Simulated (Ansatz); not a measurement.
`BC[SiH3]` + CH₃SH → `BSC` + `C[SiH3]`  (ligand exchange at a B–C bond)

Gas-phase electronic energies from Ansatz, PBE0-D4/def2-TZVP geometries. CCSD(T)/CBS adds triple-zeta CCSD(T) − MP2 to the extrapolated MP2 energy (def2 sets, frozen cores). This one scheme is used for every species. Functionals use def2-TZVPP.

`BC[SiH3]`:

Cartesian coordinates in Å:
```
B 0.880 0.109 1.246
C 0.232 0.796 0.039
Si -0.743 -0.546 -0.881
H 0.287 0.008 2.282
H 1.959 -0.402 1.150
H 0.935 1.181 -0.706
H -0.519 1.552 0.285
H -1.815 -1.105 -0.018
H -1.366 0.059 -2.086
H 0.150 -1.653 -1.310
```

CH₃SH:

Z-matrix (Å, degrees):
```
C
S 1 1.806
H 1 1.089 2 111.5
H 1 1.089 2 111.5 3 -123.8
H 1 1.090 2 106.2 3 118.1
H 2 1.342 1 97.1 3 61.9
```

`BSC`:

Z-matrix (Å, degrees):
```
C
S 1 1.809
H 1 1.090 2 109.0
H 1 1.088 2 109.9 3 -120.5
H 1 1.090 2 109.1 3 118.9
B 2 1.749 1 105.8 3 120.7
H 6 1.193 2 115.9 1 -180.0
H 6 1.194 2 121.2 1 0.0
```

`C[SiH3]`:

```xyz
8

C     0.732   -0.648   -0.140
Si   -0.655    0.580    0.125
H     0.561   -1.235   -1.045
H     0.807   -1.337    0.704
H     1.690   -0.133   -0.245
H    -0.757    1.516   -1.027
H    -0.420    1.381    1.357
H    -1.959   -0.123    0.270
```

Question: Is it downhill or uphill in electronic energy at CCSD(T)/CBS, and by how much? (Best estimate.)

Answer: The calculation gave: Downhill: ΔE = -89.0 kJ/mol.

Question: What do these levels give: LDA (SPW92), PBE0, BHLYP, CAM-B3LYP, LC-ωPBE, MP2/def2-SVP, CCSD/def2-SVP, HF/def2-TZVPP, MP2/def2-TZVPP, CCSD(T)/def2-TZVPP, SCS-MP2/def2-QZVPP, MP2/CBS(def2)? (An estimate is asked.)

Answer: The calculation gave: LDA (SPW92) -97.7, PBE0 -91.9, BHLYP -87.6, CAM-B3LYP -89.4, LC-ωPBE -87.5, MP2/def2-SVP -96.5, CCSD/def2-SVP -93.1, HF/def2-TZVPP -80.7, MP2/def2-TZVPP -91.2, CCSD(T)/def2-TZVPP -89.5, SCS-MP2/def2-QZVPP -87.9, MP2/CBS(def2) -90.6 kJ/mol.

Largest T1 diagnostic among the species: 0.014.

Leaving LDA and LC-ωPBE aside and taking each functional with its dispersion term where it has one, the values, not all of them listed here, spread over 8.7 kJ/mol, from PBE-D4 to BHLYP-D4. In def2-TZVPP, CCSD(T) changes the Hartree–Fock value by −8.8 kJ/mol (the triples alone add −3.1 kJ/mol) and MP2 by −10.5 kJ/mol. From PBE to PBE0 (25 % exact exchange), in def2-TZVPP and without D4, ΔE moves by +4.3 kJ/mol.
